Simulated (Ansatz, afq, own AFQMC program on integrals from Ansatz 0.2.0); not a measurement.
**BH2O, doublet: AFQMC among the cluster methods**

```xyz
4

B     0.0000    0.0000    0.6689
O     0.0000    0.0000   -0.6123
H     0.0000    1.0503    1.2721
H     0.0000   -1.0503    1.2721
```

Connectivity, by distances: BH2–O.

Basis cc-pVDZ. Only valence electrons are correlated. AFQMC by an in-house program on the Cholesky factors that Ansatz 0.2.0 writes for its CCSD(T) run. ph-AFQMC/CISD is guided by a CISD state made of CCSD amplitudes; releasing the constraint for a short imaginary time cuts its bias at the price of noise, slowly where states lie close. ± is one standard error of the sampling.

Determinant: UHF, the one that the program's search chose, which needn't be the lowest solution. The geometry is a PBE0/def2-TZVP stationary point of this or a neighbouring charge and spin state.

No full CI on the walks' own integrals is used here; CCSDT(Q) serves as the reference and is uncertain by about the last step of the cluster series.

Cautions: raised T1 diagnostic (T1 0.040, weight of the determinant 0.87, largest double 0.06).

```
T1 diagnostic                               : 0.0402
weight of the determinant in the CISD state : 0.874
⟨S²⟩ of the determinant                     : 0.767
size of the correlated space                : 11 electrons in 36 orbitals
```

Reference: CCSDT(Q), correlation energy -7.432 eV. The released energy is read at 2.40 1/Eh (meV from the phaseless value at times in 1/Eh: -5 ± 4 at 0.24, -8 ± 3 at 0.51, -14 ± 4 at 0.99, -9 ± 4 at 1.62, 3 ± 5 at 2.40).

| level | E − E(reference) (kJ/mol) | share of correlation (%) |
| --- | --- | --- |
| HF | 717.1 | 0.00 |
| MP2 | 108.8 | 84.82 |
| CCSD | 22.2 | 96.91 |
| CCSD(T) | 4.7 | 99.35 |
| CCSDT | 1.7 | 99.76 |
| ph-AFQMC/HF | -6.0 ± 2.5 | 100.84 |
| ph-AFQMC/CISD | 0.6 ± 0.5 | 99.92 |
| released AFQMC | 0.8 ± 0.4 | 99.88 |

A walk keeps the symmetry of its determinant, which the program's search chose and which needn't be the lowest solution, so a lower state of the same spin and another symmetry isn't excluded. Released energies are given only where the last usable release times agree within the noise; a slower fall can still hide under it.
